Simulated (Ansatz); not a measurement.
For SnSe (Pnma, No. 62), PBE-D3(BJ) in Ansatz (plane waves, PAW) gives:

| Item | Result |
|---|---|
| cohesive energy | 3.69 eV/atom |
| band gap | 0.43 eV |

Task: What does r²SCAN+rVV10 in Ansatz (plane waves, PAW) give for the same quantities?

Result: 
- cohesive energy: 3.56 eV/atom (decreases by 0.13 eV/atom)
- band gap: 0.86 eV (goes up by 0.43 eV)

For comparison: band gap 0.91 eV (measured, temperature not stated, no zero-point or thermal correction, compiled measured gap; kind and temperature not stated; as tabulated in Kothakonda et al. (2022), arXiv:2208.02841).

Changes are worked out from the printed values.

Unless a cell is named, each level is at its own relaxed cell (PBE-D3(BJ) 26.24, r²SCAN+rVV10 27.18 Å³/atom).

Levels without +SOC leave out spin–orbit coupling, which shifts energies and cells of such heavy elements.

Levels without +SOC have no spin–orbit coupling; where heavier elements are present it shifts gaps, mostly down, and can invert bands. Density-functional gaps are differences of (generalised) Kohn–Sham levels.

Ansatz's density-functional and Hartree–Fock values are scalar-relativistic unless marked +SOC, with PAW data made under PBE.

Ansatz is a first-principles code.
